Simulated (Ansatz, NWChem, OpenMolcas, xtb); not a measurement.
C2H2F2 (SMILES C=C(F)F): methods side by side

C2H2F2 has 6 atoms, charge 0, and is taken as a singlet. As SMILES, `C=C(F)F`. Geometry: relaxed at PBE0-D4/def2-TZVP.

Quantity: the HOMO–LUMO gap, in eV. The values are calculated.

```csv
level,kind,program,value (eV),CPU time
GFN1-xTB,semi-empirical,xtb,5.60,under 2 s
HF/aug-cc-pVDZ,Hartree–Fock,NWChem,11.73,63 s
SVWN5/aug-cc-pVDZ,LDA,Ansatz,5.75,5.2 s
revPBE/aug-cc-pVDZ,GGA,Ansatz,5.81,6.5 s
M06-L/aug-cc-pVDZ,meta-GGA,OpenMolcas,6.33,59 s
BHLYP/aug-cc-pVDZ,global hybrid,Ansatz,9.24,8.6 s
CAM-B3LYP/aug-cc-pVDZ,range-separated hybrid,Ansatz,9.58,8.7 s
HSE06/aug-cc-pVDZ,range-separated hybrid,Ansatz,7.16,8.4 s
PBE-QIDH/aug-cc-pVDZ,double hybrid,Ansatz,10.47,11 s
```

The values span 5.60 to 11.73 eV. Orbital gaps aren't excitation energies, and those of double hybrids come from the SCF part alone; they tend to grow with the share of exact exchange. CPU times are rough (shared hosts, several kinds of processor): they show what a rung costs within a factor of a few.
